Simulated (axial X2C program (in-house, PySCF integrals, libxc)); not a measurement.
# HCP⁺: bond lengths and stretches, held linear

The task here is to estimate one member of a computed series from the others.

Computed with an in-house X2C program for linear molecules on PySCF integrals. Level: all-electron X2C, two-component (2c) or spin-free, H dyall-v3z, C dyall-v3z, P dyall-v3z.

All values are calculated.

2 further runs of the same task are left out: 2 set aside as unsound or not needed.

The first run:

The input, task.json:

```json
{
 "zs": [
  1,
  6,
  15
 ],
 "q": 1,
 "bas": [
  "dyall-v3z",
  "dyall-v3z",
  "dyall-v3z"
 ],
 "r0": [
  1.07,
  1.54
 ],
 "symm": 0,
 "scan": [
  "PBE0",
  "HF",
  "BHandHLYP"
 ],
 "levels": [
  "PBE0",
  "HF",
  "r2SCAN"
 ],
 "nst": 2
}
```

Keys: zs atomic numbers; q charge; bas basis sets; r0 starting distance in Å; symm equal bonds; scan levels of the two-bond scan; levels methods; nst determinants followed.

Started as:

```sh
> python solin.py task.json out
```

Masses H 1.008, C 12.000, P 30.974 u.

Steps of the session up to this table: Scan at PBE0, 2c; Scan at HF, 2c; Scan at BHandHLYP, 2c.

One of the session's tables, all rows but one given; the rest of the session is left out.

| level | r(H–C) (Å) | r(C–P) (Å) | lower stretch (cm⁻¹) | upper stretch (cm⁻¹) |
| --- | --- | --- | --- | --- |
| PBE0, 2c | 1.084 | 1.596 | 1212.1 | 3257.7 |
| HF, 2c | 1.072 | 1.591 | 1090.8 | 3391.7 |
| BHandHLYP, 2c | 1.074 | 1.580 | 1255.4 | 3335.7 |
| PBE0, spin-free | 1.084 | 1.596 | 1212.7 | 3257.8 |
| HF, spin-free | 1.071 | 1.590 | 1090.1 | 3391.9 |
| BHandHLYP, spin-free | ? | ? | ? | ? |

Q: Estimate the row for BHandHLYP, spin-free from the others.

The run gave: r(H–C) (Å): 1.074; r(C–P) (Å): 1.580; lower stretch (cm⁻¹): 1256.2; upper stretch (cm⁻¹): 3335.8.

Scans not shown above were run alike.

The molecule was held linear; bending was not examined, so a bent shape may lie lower. Note: functional without a current term on a determinant with orbital currents, of the molecule or an atom.
